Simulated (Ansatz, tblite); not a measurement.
**CrO3: removing and adding an electron**

What does removing or adding an electron cost or gain for CrO3? Each charged state is run at several levels.

Method: as each input shows; program: Ansatz 0.2.0, Gaussian basis.

Plan: charge +1 doublet, at the geometry of the singlet (PBE0-D4/def2-TZVP, PBE-D4/def2-TZVP, r2SCAN-D4/def2-TZVP, CCSD(T)/def2-TZVPP); charge -1 doublet, at the geometry of the singlet (PBE0-D4/def2-TZVPD, PBE-D4/def2-TZVPD, r2SCAN-D4/def2-TZVPD); the starting singlet's energies come from earlier runs.

**1. The geometry**

The geometry is that of the singlet, from an earlier relaxation (PBE0-D4/def2-TZVP).

4 atoms, charge 0, spin multiplicity 1.

Atoms are counted from 1 here; the program's logs count them from 0.

Bond lengths: Cr1–O2 1.563 Å, Cr1–O3 1.563 Å, Cr1–O4 1.563 Å. Angles: O2–Cr1–O3 115.3°, O2–Cr1–O4 115.3°, O3–Cr1–O4 115.3°.

Coordinates:

```
Cr   -0.00229    0.00188    0.25819
O     1.52507   -0.02734   -0.07234
O    -0.73817    1.33283   -0.10233
O    -0.78460   -1.30738   -0.08352
```

Formally the metal is d0. No spin-orbit coupling is included.

**2. Charge +1 doublet at the fixed geometry, first pass, PBE0-D4/def2-SVP**

The input, in.yaml:

```yaml
crystal:
  periodic: [false, false, false]
  atoms:
    - {symbol: Cr, position_ang: [-0.002291, 0.001881, 0.258190]}
    - {symbol: O, position_ang: [1.525068, -0.027338, -0.072341]}
    - {symbol: O, position_ang: [-0.738166, 1.332834, -0.102329]}
    - {symbol: O, position_ang: [-0.784601, -1.307377, -0.083520]}
basis:
  gaussian: {orbitals: def2-SVP}
total_charge: 1
magnetization: {spin_polarized: true, initial_magnetization: 1}
hamiltonian: {xc: pbe0, dispersion: d4}
output: {orbitals: {seedname: orbitals}}
```

Command:

```console
> ansatz run in.yaml --threads 2 --pin off --events-out ev --progress --plain --max-ram 4352MiB
```

Output:

```text
Functional definition: PBE0
  name "PBE0"
  cite "Adamo & Barone, J. Chem. Phys. 110, 6158 (1999) doi:10.1063/1.478522"
  cite "Perdew, Burke & Ernzerhof, Phys. Rev. Lett. 77, 3865 (1996) doi:10.1103/PhysRevLett.77.3865"
  parent pbe
  parameter a = 0.25
  parameter kappa = 0.804
  parameter beta = 0.06672455060314922
  exchange = (1 - a)*pbe_x(kappa = kappa, mu = beta*pi^2/3) + a*exact_x
  correlation = pbe_c(beta = beta)
745 factors; integrals over basis functions are off by at most 6.9e-4 eV
mean field evaluation 1: about -34514.5049 eV, gradient 6.6e1 eV
mean field evaluation 2: about -34238.0685 eV, gradient 2.6e2 eV
mean field evaluation 4: about -34527.7355 eV, gradient 8.5e0 eV
mean field evaluation 8: about -34528.0154 eV, gradient 5.3e-1 eV
mean field evaluation 16: about -34528.1342 eV, gradient 6.3e-2 eV
mean field evaluation 32: about -34528.1558 eV, gradient 2.1e-1 eV
mean field evaluation 64: about -34527.9091 eV, gradient 4.2e0 eV
mean field evaluation 96: about -34528.1127 eV, gradient 2.1e0 eV
mean field -34528.15619061 eV, -1268.8863359800 hartree, gradient 2.7e-6 eV, S^2 0.907722; 11 other end points of the search recorded, 0 dependent functions left out
reference -34528.15623068 eV, -1268.8863374525 hartree; 24, 23 occupied and 49, 50 virtual orbitals, 745 factors
Total energy: -34528.21659031 eV, -1268.8885556282 hartree
```

Wall time 16 s (2 threads of Arm Neoverse V2, shared host).

From the report: HOMO -17.36 eV, LUMO -14.24 eV (over both spins); ⟨S²⟩ 0.908 (pure: 0.75). Doubts: spin contamination.

**3. Charge +1 doublet at the fixed geometry, PBE0-D4/def2-TZVP**

start.molden holds the orbitals of an earlier run on this state, given as this run's starting guess.

Changes to in.yaml since step 2:

```diff
@@ -8,3 +8,3 @@
 basis:
-  gaussian: {orbitals: def2-SVP}
+  gaussian: {orbitals: def2-TZVP, initial_orbitals: start.molden}
 total_charge: 1
@@ -12,2 +12,3 @@
 hamiltonian: {xc: pbe0, dispersion: d4}
+scf: {omitted_lower_state_checks: [starts]}
 output: {orbitals: {seedname: orbitals}}
```

The command is unchanged.

Output:

```text
Functional definition: PBE0
  name "PBE0"
  cite "Adamo & Barone, J. Chem. Phys. 110, 6158 (1999) doi:10.1063/1.478522"
  cite "Perdew, Burke & Ernzerhof, Phys. Rev. Lett. 77, 3865 (1996) doi:10.1103/PhysRevLett.77.3865"
  parent pbe
  parameter a = 0.25
  parameter kappa = 0.804
  parameter beta = 0.06672455060314922
  exchange = (1 - a)*pbe_x(kappa = kappa, mu = beta*pi^2/3) + a*exact_x
  correlation = pbe_c(beta = beta)
these checks for a lower state are left out or cut short: starts
942 factors; their error is unknown
mean field evaluation 1: about -34535.8920 eV, gradient 1.2e2 eV
mean field evaluation 2: about -34539.7022 eV, gradient 4.2e0 eV
mean field evaluation 4: about -34539.9188 eV, gradient 1.3e-1 eV
mean field evaluation 8: about -34539.9194 eV, gradient 2.1e-5 eV
mean field evaluation 16: about -34539.9194 eV, gradient 4.4e-6 eV
mean field -34539.91942423 eV, -1269.3186268420 hartree, gradient 4.4e-6 eV, S^2 0.883053; 0 other end points of the search recorded, 0 dependent functions left out
reference -34539.91944568 eV, -1269.3186276306 hartree; 24, 23 occupied and 114, 115 virtual orbitals, 942 factors
Total energy: -34539.97980532 eV, -1269.3208458063 hartree
Checks for a lower state left out: starts
```

Run time: 12 s. Hardware: 2 threads of Arm Neoverse V2, shared host.

From the report: HOMO -17.14 eV, LUMO -14.04 eV (over both spins); ⟨S²⟩ 0.883 (pure: 0.75).

**4. Charge +1 doublet at the fixed geometry, PBE-D4/def2-TZVP**

Changes to in.yaml since step 3:

```diff
@@ -11,3 +11,3 @@
 magnetization: {spin_polarized: true, initial_magnetization: 1}
-hamiltonian: {xc: pbe0, dispersion: d4}
+hamiltonian: {xc: pbe, dispersion: d4}
 scf: {omitted_lower_state_checks: [starts]}
```

The command is unchanged.

Output:

```text
Functional definition: PBE
  name "PBE"
  cite "Perdew, Burke & Ernzerhof, Phys. Rev. Lett. 77, 3865 (1996) doi:10.1103/PhysRevLett.77.3865"
  parent pbe
  parameter kappa = 0.804
  parameter beta = 0.06672455060314922
  exchange = pbe_x(kappa = kappa, mu = beta*pi^2/3)
  correlation = pbe_c(beta = beta)
these checks for a lower state are left out or cut short: starts
882 factors; their error is unknown
mean field evaluation 1: about -34542.6013 eV, gradient 8.4e0 eV
mean field evaluation 2: about -34542.9495 eV, gradient 8.4e-1 eV
mean field evaluation 4: about -34543.0064 eV, gradient 8.8e-3 eV
mean field evaluation 8: about -34542.9985 eV, gradient 1.7e-5 eV
mean field -34542.99847278 eV, -1269.4317797894 hartree, gradient 1.5e-5 eV, S^2 0.770606; 0 other end points of the search recorded, 0 dependent functions left out
reference -34542.99850420 eV, -1269.4317809440 hartree; 24, 23 occupied and 114, 115 virtual orbitals, 882 factors
Total energy: -34543.07142670 eV, -1269.4344607964 hartree
Checks for a lower state left out: starts
```

It took 3.3 s on 2 threads of Arm Neoverse V2, shared host.

HOMO -16.01 eV, LUMO -15.18 eV (over both spins); ⟨S²⟩ 0.771 (pure: 0.75).

**5. Charge +1 doublet at the fixed geometry, r2SCAN-D4/def2-TZVP**

Changes to in.yaml since step 4:

```diff
@@ -11,3 +11,3 @@
 magnetization: {spin_polarized: true, initial_magnetization: 1}
-hamiltonian: {xc: pbe, dispersion: d4}
+hamiltonian: {xc: r2scan, dispersion: d4}
 scf: {omitted_lower_state_checks: [starts]}
```

Launched as before.

Output:

```text
Functional definition: r2SCAN
  name "r2SCAN"
  cite "Furness, Kaplan, Ning, Perdew & Sun, J. Phys. Chem. Lett. 11, 8208 (2020) doi:10.1021/acs.jpclett.0c02405"
  cite "Furness, Kaplan, Ning, Perdew & Sun, J. Phys. Chem. Lett. 11, 9248 (2020) doi:10.1021/acs.jpclett.0c03077"
  parent r2scan
  parameter k0 = 0.174
  parameter k1 = 0.065
  parameter a1 = 4.9479
  exchange = r2scan_x(k0 = k0, k1 = k1, a1 = a1)
  correlation = r2scan_c
these checks for a lower state are left out or cut short: starts
882 factors; their error is unknown
mean field evaluation 1: about -34550.5406 eV, gradient 5.0e0 eV
mean field evaluation 2: about -34550.6730 eV, gradient 4.4e-1 eV
mean field evaluation 4: about -34550.7068 eV, gradient 2.7e-2 eV
mean field evaluation 8: about -34550.7008 eV, gradient 2.7e-5 eV
mean field -34550.70078386 eV, -1269.7148345007 hartree, gradient 1.1e-5 eV, S^2 0.804083; 0 other end points of the search recorded, 0 dependent functions left out
reference -34550.70079179 eV, -1269.7148347922 hartree; 24, 23 occupied and 114, 115 virtual orbitals, 882 factors
Total energy: -34550.71638787 eV, -1269.7154079375 hartree
Checks for a lower state left out: starts
```

Run time: 19 s. Hardware: 2 threads of Arm Neoverse V2, shared host.

Report: HOMO -16.18 eV, LUMO -15.08 eV (over both spins); ⟨S²⟩ 0.804 (pure: 0.75).

**6. Charge +1 doublet at the fixed geometry, CCSD(T)/def2-TZVPP**

Changes to in.yaml since step 5:

```diff
@@ -8,7 +8,7 @@
 basis:
-  gaussian: {orbitals: def2-TZVP, initial_orbitals: start.molden}
+  gaussian: {orbitals: def2-TZVPP, initial_orbitals: start.molden}
 total_charge: 1
 magnetization: {spin_polarized: true, initial_magnetization: 1}
-hamiltonian: {xc: r2scan, dispersion: d4}
-scf: {omitted_lower_state_checks: [starts]}
+correlation: {method: ccsd_t}
+scf: {omitted_lower_state_checks: [starts, cluster_reference]}
 output: {orbitals: {seedname: orbitals}}
```

Same command.

Output:

```text
Functional definition: HF
  name "HF"
  cite "Fock, Z. Phys. 61, 126 (1930) doi:10.1007/BF01340294"
  parent pbe
  exchange = exact_x
  correlation = 0
these checks for a lower state are left out or cut short: starts, cluster_reference
1084 factors; integrals over basis functions are off by at most 7.9e-4 eV
mean field evaluation 1: about -34482.2345 eV, gradient 2.6e1 eV
mean field evaluation 2: about -34485.6669 eV, gradient 6.3e0 eV
mean field evaluation 4: about -34488.3936 eV, gradient 2.4e0 eV
mean field evaluation 8: about -34488.8343 eV, gradient 2.3e-1 eV
mean field evaluation 16: about -34488.8817 eV, gradient 1.5e-1 eV
mean field -34488.88449259 eV, -1267.4431276973 hartree, gradient 2.3e-6 eV, S^2 2.720393; 0 other end points of the search recorded, 0 dependent functions left out
8 core orbitals not correlated: weight in the atoms' cores, before any rotation towards them, 1.000 or more for the frozen orbitals, at most 0.000 for the correlated occupied ones
reference -34488.88449259 eV, -1267.4431276973 hartree; 16, 15 occupied and 133, 134 virtual orbitals, 1084 factors
second order -31.03740616 eV of doubles, -0.00000000 eV of singles
cycle   1  -28.77356685 eV  change     2.3e0 eV  update   3.0e-1
cycle   2  -30.74917480 eV  change    -2.0e0 eV  update   1.8e-1
cycle   3  -31.50255720 eV  change   -7.5e-1 eV  update   9.8e-2
cycle   4  -31.94632637 eV  change   -4.4e-1 eV  update   6.9e-2
cycle   5  -32.25433441 eV  change   -3.1e-1 eV  update   4.6e-2
cycle   6  -32.45180308 eV  change   -2.0e-1 eV  update   3.3e-2
cycle   7  -32.59272552 eV  change   -1.4e-1 eV  update   2.4e-2
cycle   8  -32.68342881 eV  change   -9.1e-2 eV  update   1.9e-2
cycle   9  -32.78680451 eV  change   -1.0e-1 eV  update   1.3e-2
cycle  10  -32.75874974 eV  change    2.8e-2 eV  update   7.9e-3
cycle  11  -32.76833975 eV  change   -9.6e-3 eV  update   6.2e-3
cycle  12  -32.78265647 eV  change   -1.4e-2 eV  update   4.4e-3
cycle  13  -32.77964194 eV  change    3.0e-3 eV  update   3.3e-3
cycle  14  -32.77851705 eV  change    1.1e-3 eV  update   2.5e-3
cycle  15  -32.78557022 eV  change   -7.1e-3 eV  update   1.7e-3
cycle  16  -32.78341728 eV  change    2.2e-3 eV  update   1.1e-3
cycle  17  -32.78677479 eV  change   -3.4e-3 eV  update   8.5e-4
cycle  18  -32.78809516 eV  change   -1.3e-3 eV  update   5.6e-4
cycle  19  -32.78877094 eV  change   -6.8e-4 eV  update   4.3e-4
cycle  20  -32.78935295 eV  change   -5.8e-4 eV  update   2.8e-4
cycle  21  -32.78877854 eV  change    5.7e-4 eV  update   1.6e-4
cycle  22  -32.78808243 eV  change    7.0e-4 eV  update   1.1e-4
cycle  23  -32.78786244 eV  change    2.2e-4 eV  update   6.4e-5
cycle  24  -32.78771654 eV  change    1.5e-4 eV  update   3.8e-5
cycle  25  -32.78772245 eV  change   -5.9e-6 eV  update   2.7e-5
cycle  26  -32.78773348 eV  change   -1.1e-5 eV  update   1.9e-5
cycle  27  -32.78772192 eV  change    1.2e-5 eV  update   1.3e-5
perturbative correction -2.66947090 eV, -0.0981012460 hartree
WARN: the results are in doubt because among natural orbitals full CI differs from the method by -0.172 eV
Total energy: -34524.34168541 eV, -1268.7461554997 hartree
In doubt: among natural orbitals full CI differs from the method by -0.172 eV
Checks for a lower state left out: starts, cluster_reference
```

It took 1.9 min on 2 threads of Arm Neoverse V2, shared host; peak memory 2.1 GiB.

From the report: Hartree-Fock HOMO -19.91 eV, LUMO -7.60 eV (over both spins); ⟨S²⟩ 2.720 (pure: 0.75); T1 0.106. Doubts: state flagged by the program, large T1 diagnostic, spin contamination.

**7. Vertical ionisation energy**

Charged state less starting state, singlet to doublet; the starting state's energies are those of its earlier runs.

```tsv
level	vertical ionisation energy (eV)	time
HF/def2-TZVPP†	+6.12	
PBE-D4/def2-TZVP	+11.42	5.2 s
r2SCAN-D4/def2-TZVP	+11.59	22 s
PBE0-D4/def2-TZVP	+11.79	14 s
MP2/def2-TZVPP†	+20.05	
CCSD/def2-TZVPP†	+11.33	
CCSD(T)/def2-TZVPP†	+12.08	2.6 min
```

Times add the two runs; a level without a time comes out of a correlated run. † marks a level with a doubtful state (flagged, unstable, out of aufbau order, or strongly spin-contaminated); such levels are left out of the summary. CCSD(T)/def2-TZVPP is no safe reference here (large T1 diagnostic, restricted state is unstable towards broken spin symmetry, spin contamination, state flagged by the program).

Beside −ε(HOMO) of the starting state:

```tsv
level	−ε(HOMO) (eV)	by difference (eV)	mismatch (eV)
PBE-D4/def2-TZVP	7.66	11.42	-3.76
r2SCAN-D4/def2-TZVP	8.06	11.59	-3.53
PBE0-D4/def2-TZVP	9.38	11.79	-2.41
```

**8. Charge -1 doublet at the fixed geometry, first pass, PBE0-D4/def2-SVP**

Changes to in.yaml since step 6:

```diff
@@ -8,7 +8,6 @@
 basis:
-  gaussian: {orbitals: def2-TZVPP, initial_orbitals: start.molden}
-total_charge: 1
+  gaussian: {orbitals: def2-SVP}
+total_charge: -1
 magnetization: {spin_polarized: true, initial_magnetization: 1}
-correlation: {method: ccsd_t}
-scf: {omitted_lower_state_checks: [starts, cluster_reference]}
+hamiltonian: {xc: pbe0, dispersion: d4}
 output: {orbitals: {seedname: orbitals}}
```

The command is unchanged.

Output:

```text
Functional definition: PBE0
  name "PBE0"
  cite "Adamo & Barone, J. Chem. Phys. 110, 6158 (1999) doi:10.1063/1.478522"
  cite "Perdew, Burke & Ernzerhof, Phys. Rev. Lett. 77, 3865 (1996) doi:10.1103/PhysRevLett.77.3865"
  parent pbe
  parameter a = 0.25
  parameter kappa = 0.804
  parameter beta = 0.06672455060314922
  exchange = (1 - a)*pbe_x(kappa = kappa, mu = beta*pi^2/3) + a*exact_x
  correlation = pbe_c(beta = beta)
745 factors; integrals over basis functions are off by at most 6.9e-4 eV
mean field evaluation 1: about -34529.2529 eV, gradient 6.3e1 eV
mean field evaluation 2: about -34230.9456 eV, gradient 2.6e2 eV
mean field evaluation 4: about -34542.8043 eV, gradient 8.6e0 eV
mean field evaluation 8: about -34543.0806 eV, gradient 2.4e-1 eV
mean field evaluation 16: about -34543.2083 eV, gradient 2.0e-3 eV
mean field -34543.20831946 eV, -1269.4394915125 hartree, gradient 4.3e-5 eV, S^2 0.771989; 0 other end points of the search recorded, 0 dependent functions left out
reference -34543.20837648 eV, -1269.4394936082 hartree; 25, 24 occupied and 48, 49 virtual orbitals, 745 factors
Total energy: -34543.29601941 eV, -1269.4427144264 hartree
```

Wall time 2.1 s (2 threads of Arm Neoverse V2, shared host).

From the report: HOMO -0.96 eV, LUMO 3.49 eV (over both spins); ⟨S²⟩ 0.772 (pure: 0.75).

**9. Charge -1 doublet at the fixed geometry, PBE0-D4/def2-TZVPD**

Changes to in.yaml since step 8:

```diff
@@ -8,3 +8,3 @@
 basis:
-  gaussian: {orbitals: def2-SVP}
+  gaussian: {orbitals: def2-TZVPD, initial_orbitals: start.molden}
 total_charge: -1
@@ -12,2 +12,3 @@
 hamiltonian: {xc: pbe0, dispersion: d4}
+scf: {omitted_lower_state_checks: [starts]}
 output: {orbitals: {seedname: orbitals}}
```

Same command.

Output:

```text
Functional definition: PBE0
  name "PBE0"
  cite "Adamo & Barone, J. Chem. Phys. 110, 6158 (1999) doi:10.1063/1.478522"
  cite "Perdew, Burke & Ernzerhof, Phys. Rev. Lett. 77, 3865 (1996) doi:10.1103/PhysRevLett.77.3865"
  parent pbe
  parameter a = 0.25
  parameter kappa = 0.804
  parameter beta = 0.06672455060314922
  exchange = (1 - a)*pbe_x(kappa = kappa, mu = beta*pi^2/3) + a*exact_x
  correlation = pbe_c(beta = beta)
these checks for a lower state are left out or cut short: starts
1048 factors; their error is unknown
mean field evaluation 1: about -34550.7094 eV, gradient 1.2e2 eV
mean field evaluation 2: about -34554.8610 eV, gradient 5.2e0 eV
mean field evaluation 4: about -34555.1974 eV, gradient 1.4e-3 eV
mean field evaluation 8: about -34555.2938 eV, gradient 1.5e-5 eV
mean field -34555.29377560 eV, -1269.8836238341 hartree, gradient 1.5e-5 eV, S^2 0.771071; 0 other end points of the search recorded, 0 dependent functions left out
reference -34555.29381394 eV, -1269.8836252430 hartree; 25, 24 occupied and 143, 144 virtual orbitals, 1048 factors
Total energy: -34555.38145687 eV, -1269.8868460612 hartree
Checks for a lower state left out: starts
```

It took 6.5 s on 2 threads of Arm Neoverse V2, shared host.

Report: HOMO -1.63 eV, LUMO 2.71 eV (over both spins); ⟨S²⟩ 0.771 (pure: 0.75).

**10. Charge -1 doublet at the fixed geometry, PBE-D4/def2-TZVPD**

Changes to in.yaml since step 9:

```diff
@@ -11,3 +11,3 @@
 magnetization: {spin_polarized: true, initial_magnetization: 1}
-hamiltonian: {xc: pbe0, dispersion: d4}
+hamiltonian: {xc: pbe, dispersion: d4}
 scf: {omitted_lower_state_checks: [starts]}
```

The command is unchanged.

Output:

```text
Functional definition: PBE
  name "PBE"
  cite "Perdew, Burke & Ernzerhof, Phys. Rev. Lett. 77, 3865 (1996) doi:10.1103/PhysRevLett.77.3865"
  parent pbe
  parameter kappa = 0.804
  parameter beta = 0.06672455060314922
  exchange = pbe_x(kappa = kappa, mu = beta*pi^2/3)
  correlation = pbe_c(beta = beta)
these checks for a lower state are left out or cut short: starts
994 factors; their error is unknown
mean field evaluation 1: about -34557.1886 eV, gradient 8.4e0 eV
mean field evaluation 2: about -34557.4201 eV, gradient 3.3e-1 eV
mean field evaluation 4: about -34557.4175 eV, gradient 7.5e-2 eV
mean field evaluation 8: about -34557.4175 eV, gradient 1.2e-5 eV
mean field -34557.41753701 eV, -1269.9616706264 hartree, gradient 1.2e-5 eV, S^2 0.757378; 0 other end points of the search recorded, 0 dependent functions left out
reference -34557.41758886 eV, -1269.9616725315 hartree; 25, 24 occupied and 143, 144 virtual orbitals, 994 factors
Total energy: -34557.52337399 eV, -1269.9655600636 hartree
Checks for a lower state left out: starts
```

It took 4 s on 2 threads of Arm Neoverse V2, shared host.

Report: HOMO 0.19 eV, LUMO 1.56 eV (over both spins); ⟨S²⟩ 0.757 (pure: 0.75). Doubts: highest occupied level lies above zero.

**11. Charge -1 doublet at the fixed geometry, r2SCAN-D4/def2-TZVPD**

Changes to in.yaml since step 10:

```diff
@@ -11,3 +11,3 @@
 magnetization: {spin_polarized: true, initial_magnetization: 1}
-hamiltonian: {xc: pbe, dispersion: d4}
+hamiltonian: {xc: r2scan, dispersion: d4}
 scf: {omitted_lower_state_checks: [starts]}
```

Launched as before.

Output:

```text
Functional definition: r2SCAN
  name "r2SCAN"
  cite "Furness, Kaplan, Ning, Perdew & Sun, J. Phys. Chem. Lett. 11, 8208 (2020) doi:10.1021/acs.jpclett.0c02405"
  cite "Furness, Kaplan, Ning, Perdew & Sun, J. Phys. Chem. Lett. 11, 9248 (2020) doi:10.1021/acs.jpclett.0c03077"
  parent r2scan
  parameter k0 = 0.174
  parameter k1 = 0.065
  parameter a1 = 4.9479
  exchange = r2scan_x(k0 = k0, k1 = k1, a1 = a1)
  correlation = r2scan_c
these checks for a lower state are left out or cut short: starts
994 factors; their error is unknown
mean field evaluation 1: about -34565.4635 eV, gradient 4.7e0 eV
mean field evaluation 2: about -34565.5565 eV, gradient 1.4e-1 eV
mean field evaluation 4: about -34565.5515 eV, gradient 2.5e-3 eV
mean field evaluation 8: about -34565.5515 eV, gradient 3.1e-5 eV
mean field -34565.55146349 eV, -1270.2605869110 hartree, gradient 3.1e-5 eV, S^2 0.763133; 0 other end points of the search recorded, 0 dependent functions left out
reference -34565.55149641 eV, -1270.2605881206 hartree; 25, 24 occupied and 143, 144 virtual orbitals, 994 factors
Total energy: -34565.57447205 eV, -1270.2614324599 hartree
Checks for a lower state left out: starts
```

Wall time 9 s (2 threads of Arm Neoverse V2, shared host).

Report: HOMO -0.27 eV, LUMO 1.92 eV (over both spins); ⟨S²⟩ 0.763 (pure: 0.75).

**12. Vertical electron affinity**

Starting state less charged state (positive: the electron is bound), singlet to doublet; the starting state's energies are those of its earlier runs.

```tsv
level	vertical electron affinity (eV)	time
PBE-D4/def2-TZVPD	+2.97	5.9 s
r2SCAN-D4/def2-TZVPD	+3.21	13 s
PBE0-D4/def2-TZVPD	+3.55	9.2 s
```

Times add the two runs; a level without a time comes out of a correlated run.

Beside −ε(LUMO) of the starting state:

```tsv
level	−ε(LUMO) (eV)	by difference (eV)	mismatch (eV)
PBE-D4/def2-TZVPD	6.14	2.97	+3.17
r2SCAN-D4/def2-TZVPD	6.08	3.21	+2.87
PBE0-D4/def2-TZVPD	5.28	3.55	+1.73
```

**13. Results**

| quantity | value |
| --- | --- |
| vertical ionisation energy, functionals in def2-TZVP | 11.42 (PBE-D4) to 11.79 eV (PBE0-D4) |
| vertical electron affinity, functionals in def2-TZVPD | 2.97 (PBE-D4) to 3.55 eV (PBE0-D4) |

What this shows: The vertical ionisation energy spans 11.42 to 11.79 eV over the functionals. −ε(HOMO) misses the level's own difference by -2.41 eV at best (PBE0-D4) and -3.76 eV at worst (PBE-D4). The vertical electron affinity spans 2.97 to 3.55 eV over the functionals. −ε(LUMO) misses the level's own difference by +1.73 eV at best (PBE0-D4) and +3.17 eV at worst (PBE-D4). The charged states' spins were chosen beforehand and needn't be their lowest.
